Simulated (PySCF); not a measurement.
Bond stretch in CS, singlet.

Levels of theory: RMP2 = MP2 on RHF/6-31G, 6 core orbitals frozen in PySCF; RKS-wB97X-V = restricted wB97X-V/6-31G in PySCF 2.14.0; UKS-CAM-B3LYP = unrestricted CAM-B3LYP/6-31G (PySCF); RHF/6-31G (PySCF); UMP2 = MP2 on UHF/6-31G, 6 core orbitals frozen (PySCF 2.14.0).

Energies are in kcal/mol, each relative to the lowest point of its own curve near equilibrium.

```json
[
 {"R / Å": "1.23", "RMP2": "150.7", "RKS-wB97X-V": "139.0", "UKS-CAM-B3LYP": "136.8", "RHF": "136.1", "UMP2": "150.7"},
 {"R / Å": "1.29", "RMP2": "94.4", "RKS-wB97X-V": "84.4", "UKS-CAM-B3LYP": "83.0", "RHF": "81.6", "UMP2": "94.4"},
 {"R / Å": "1.39", "RMP2": "36.7", "RKS-wB97X-V": "29.8", "UKS-CAM-B3LYP": "29.3", "RHF": "27.7", "UMP2": "36.7"},
 {"R / Å": "1.45", "RMP2": "17.5", "RKS-wB97X-V": "12.5", "UKS-CAM-B3LYP": "12.3", "RHF": "10.9", "UMP2": "17.5"},
 {"R / Å": "1.50", "RMP2": "7.7", "RKS-wB97X-V": "4.3", "UKS-CAM-B3LYP": "4.2", "RHF": "3.4", "UMP2": "7.7"},
 {"R / Å": "1.53", "RMP2": "3.9", "RKS-wB97X-V": "1.6", "UKS-CAM-B3LYP": "1.6", "RHF": "1.0", "UMP2": "3.9"},
 {"R / Å": "1.57", "RMP2": "1.0", "RKS-wB97X-V": "0.0", "UKS-CAM-B3LYP": "0.0", "RHF": "0.0", "UMP2": "1.0"},
 {"R / Å": "1.63", "RMP2": "0.0", "RKS-wB97X-V": "1.2", "UKS-CAM-B3LYP": "1.1", "RHF": "2.1", "UMP2": "0.0"},
 {"R / Å": "1.70", "RMP2": "2.9", "RKS-wB97X-V": "6.6", "UKS-CAM-B3LYP": "6.4", "RHF": "?", "UMP2": "6.1"},
 {"R / Å": "1.77", "RMP2": "8.9", "RKS-wB97X-V": "15.1", "UKS-CAM-B3LYP": "14.5", "RHF": "?", "UMP2": "29.9"},
 {"R / Å": "1.90", "RMP2": "?", "RKS-wB97X-V": "35.4", "UKS-CAM-B3LYP": "34.0", "RHF": "39.5", "UMP2": "56.0"},
 {"R / Å": "2.06", "RMP2": "55.9", "RKS-wB97X-V": "64.0", "UKS-CAM-B3LYP": "59.5", "RHF": "68.2", "UMP2": "79.6"},
 {"R / Å": "2.31", "RMP2": "121.3", "RKS-wB97X-V": "108.3", "UKS-CAM-B3LYP": "89.1", "RHF": "105.6", "UMP2": "107.1"},
 {"R / Å": "2.51", "RMP2": "?", "RKS-wB97X-V": "139.3", "UKS-CAM-B3LYP": "104.9", "RHF": "124.5", "UMP2": "116.6"},
 {"R / Å": "2.73", "RMP2": "181.6", "RKS-wB97X-V": "165.5", "UKS-CAM-B3LYP": "115.7", "RHF": "137.3", "UMP2": "121.7"},
 {"R / Å": "3.03", "RMP2": "197.1", "RKS-wB97X-V": "185.6", "UKS-CAM-B3LYP": "123.3", "RHF": "147.9", "UMP2": "123.7"},
 {"R / Å": "3.38", "RMP2": "206.7", "RKS-wB97X-V": "197.3", "UKS-CAM-B3LYP": "127.5", "RHF": "154.9", "UMP2": "124.9"},
 {"R / Å": "3.79", "RMP2": "212.4", "RKS-wB97X-V": "204.7", "UKS-CAM-B3LYP": "129.8", "RHF": "?", "UMP2": "125.7"},
 {"R / Å": "4.15", "RMP2": "214.8", "RKS-wB97X-V": "208.4", "UKS-CAM-B3LYP": "130.7", "RHF": "161.1", "UMP2": "126.0"},
 {"R / Å": "4.55", "RMP2": "216.2", "RKS-wB97X-V": "210.5", "UKS-CAM-B3LYP": "131.1", "RHF": "162.3", "UMP2": "126.3"},
 {"R / Å": "5.32", "RMP2": "217.2", "RKS-wB97X-V": "211.9", "UKS-CAM-B3LYP": "131.3", "RHF": "163.2", "UMP2": "126.5"},
 {"R / Å": "6.12", "RMP2": "217.5", "RKS-wB97X-V": "212.2", "UKS-CAM-B3LYP": "131.4", "RHF": "?", "UMP2": "126.6"}
]
```

Task: What belongs in the gaps?

Result: 
- 1.70, RHF: 8.5
- 1.77, RHF: 17.9
- 1.90, RMP2: 25.8
- 2.51, RMP2: 159.6
- 3.79, RHF: 159.2
- 6.12, RHF: 163.4

The restricted form behind RMP2, RKS-wB97X-V, RHF keeps the bonding electrons paired and can't separate into open-shell fragments. The T1 diagnostic of CCSD on the restricted reference of RMP2 exceeds 0.045 at 1.77 to 2.73 Å. The unrestricted solution behind UKS-CAM-B3LYP, UMP2 changes between 2.06 and 2.31 Å, which can leave a kink. The unrestricted determinant behind UKS-CAM-B3LYP is spin-contaminated at 2.06 to 6.12 Å (<S²> up to 2.0, against 0.00 for a pure singlet). The unrestricted determinant behind UMP2 is spin-contaminated at 1.70 to 6.12 Å (<S²> up to 2.0, against 0.00 for a pure singlet).
